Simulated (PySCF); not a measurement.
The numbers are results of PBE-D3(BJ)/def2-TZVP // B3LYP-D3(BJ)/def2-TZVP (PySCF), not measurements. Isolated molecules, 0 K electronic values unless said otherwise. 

Reference species (SMILES): `Cl[Si](Cl)(Cl)Cl` (neutral, multiplicity 1).

```yaml
dipole_moment: 0.00 D
```

Changed species: `[SiH3]Cl` (whole molecule; the reference has whole molecule).

What does the change do to the dipole moment?

the dipole moment rises by 1.23 D, to 1.23 D.
